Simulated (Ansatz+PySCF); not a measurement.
The numbers below are computed, except where a source is named.
## Several solutions for triplet LiHO2

```xyz
4

O     0.0000    0.0000   -0.8912
O     0.0000    0.0000    0.8912
Li   30.0000    0.0000   -0.8788
H    30.0000    0.0000    2.6364
```

Basis set: 6-31G (spherical functions). Charge 0, multiplicity 3.

UHF was run from several starts with Ansatz (development build ahead of 0.2.0) and PySCF 2.14.0.

```tsv
run	program	start	converged	energy (hartree)	<S²>
A	Ansatz	stability test followed	yes	-157.43658	4.01
B	Ansatz	search for the lowest state	yes	-157.46860	3.80
C	PySCF	guess minao, instabilities followed	yes	-157.43895	3.70
D	PySCF	guess 1e, instabilities followed	yes	-157.43895	3.70
E	PySCF	guess atom, instabilities followed	yes	-157.43895	3.70
F	Ansatz	atomic start, no search	yes	-157.43658	4.01
G	PySCF	guess huckel, instabilities followed	yes	-157.43895	3.70
H	PySCF	program defaults	yes	-157.37080	2.95
```

Q: Which runs reached the lowest solution of this kind, and what is wrong with the others?

A: B reached the lowest solution found. Converged but too high: A by 0.87 eV, C by 0.81 eV, D by 0.81 eV, E by 0.81 eV, F by 0.87 eV, G by 0.81 eV, H by 2.66 eV. Convergence only shows a stationary point, and even a stable one can lie too high; stability tests and further starts are what find lower ones. Caution: the unrestricted determinant is a mixture of spin states.
